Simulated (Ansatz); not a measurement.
# Ethane (C₂H₆): vertical ionisation energy

One table from this session's results is given with a row withheld; the runs are named, their logs left out.

Computed with Ansatz 0.2.0, Gaussian basis. Level: unrestricted cation, the program's frozen cores in correlated methods.

Plan: UKS PBE-D4/def2-TZVPP; UKS r2SCAN-D4/def2-TZVPP; UKS PBE0-D4/def2-TZVPP; UKS B3LYP-D4/def2-TZVPP; UKS wB97X-V/def2-TZVPP; UKS wB97M-V/def2-TZVPP; UKS B2PLYP/def2-TZVPP; UHF-CCSD(T)/def2-TZVPP; UHF-CCSD(T)/def2-QZVPP; extrapolation to the limit; then −ε(HOMO) from the neutral's earlier runs with LDA (SPW92), PBE-D4, revPBE-D4, BLYP-D4, r2SCAN-D4, B97M-V, PBE0-D4, B3LYP-D4, r2SCANh-D4, r2SCAN0-D4, HSE06-D4, BHLYP-D4, CAM-B3LYP-D4, LC-ωPBE, ωB97X-V, ωB97M-V.

### The relaxed structure

The geometry comes from an earlier relaxation with PBE0-D4 in a triple-zeta def2 set; it is a stationary point, not always the lowest conformer.

SMILES `CC`, 8 atoms, charge 0, spin multiplicity 1.

Atoms are counted from 1 here; the program's logs count them from 0.

Bond lengths: C1–C2 1.519 Å, C1–H3 1.093 Å, C1–H4 1.093 Å, C1–H5 1.093 Å, C2–H6 1.093 Å, C2–H7 1.093 Å, C2–H8 1.093 Å. Angles: C2–C1–H3 111.4°, C2–C1–H4 111.4°, C2–C1–H5 111.4°, H3–C1–H4 107.5°, H3–C1–H5 107.5°, H4–C1–H5 107.5°, C1–C2–H6 111.4°, C1–C2–H7 111.4°, C1–C2–H8 111.4°, H6–C2–H7 107.5°, H6–C2–H8 107.5°, H7–C2–H8 107.5°.

Set-up of the first run:

in.yaml reads:

```yaml
crystal:
  periodic: [false, false, false]
  atoms:
    - {symbol: C, position_ang: [-0.326768, 0.132190, -0.672504]}
    - {symbol: C, position_ang: [0.326766, -0.132188, 0.672507]}
    - {symbol: H, position_ang: [0.070462, -0.529575, -1.445884]}
    - {symbol: H, position_ang: [-1.407055, -0.025697, -0.628957]}
    - {symbol: H, position_ang: [-0.158626, 1.160154, -1.002444]}
    - {symbol: H, position_ang: [-0.070402, 0.529638, 1.445868]}
    - {symbol: H, position_ang: [1.407064, 0.025616, 0.628938]}
    - {symbol: H, position_ang: [0.158549, -1.160127, 1.002486]}
basis:
  gaussian: {orbitals: def2-TZVPP}
total_charge: 1
magnetization: {spin_polarized: true, initial_magnetization: 1}
hamiltonian: {xc: pbe, dispersion: d4}
```

The run is started by

```
$ ansatz run in.yaml --threads 2 --pin off --events-out ev --progress --plain --max-ram 32768MiB --backend cpu
```

Among the steps run: Cation, UKS PBE-D4/def2-TZVPP; Cation, UKS r2SCAN-D4/def2-TZVPP; Cation, UKS PBE0-D4/def2-TZVPP; Cation, UKS B3LYP-D4/def2-TZVPP; Cation, UKS wB97X-V/def2-TZVPP; Cation, UKS wB97M-V/def2-TZVPP; Cation, UKS B2PLYP (frozen core)/def2-TZVPP; Cation, UHF-CCSD(T)/def2-TZVPP; Cation, UHF-CCSD(T)/def2-QZVPP.

One table of the session follows, with a row left open; its other results are not shown here.

It belongs to the step «Ionisation energies side by side». Orbital estimates, from the neutral's runs:

| functional | −ε(HOMO) (eV) |
| --- | --- |
| LDA (SPW92) | 8.10 |
| PBE-D4 | 8.11 |
| revPBE-D4 | 8.10 |
| BLYP-D4 | 8.07 |
| r2SCAN-D4 | 8.43 |
| B97M-V | 8.56 |
| PBE0-D4 | 9.56 |
| B3LYP-D4 | ? |
| r2SCANh-D4 | 8.97 |
| r2SCAN0-D4 | 9.77 |
| HSE06-D4 | 9.15 |
| BHLYP-D4 | 10.99 |
| CAM-B3LYP-D4 | 11.05 |
| LC-ωPBE | 12.43 |
| ωB97X-V | 12.08 |
| ωB97M-V | 11.92 |

Estimate the missing values for B3LYP-D4.

Worked estimate for «−ε(HOMO) (eV)». Against the share of exact exchange, BLYP-D4 (0, 8.07), BHLYP-D4 (0.5, 10.99) give a slope of 5.84 per unit share; at 0.2 the line stands at 9.24.

As computed: −ε(HOMO) (eV): 9.38. In «−ε(HOMO) (eV)» the line misses by -0.14.

To keep in mind: The cation may have settled in a state other than its lowest; no search over hole states beyond the program's own was made.
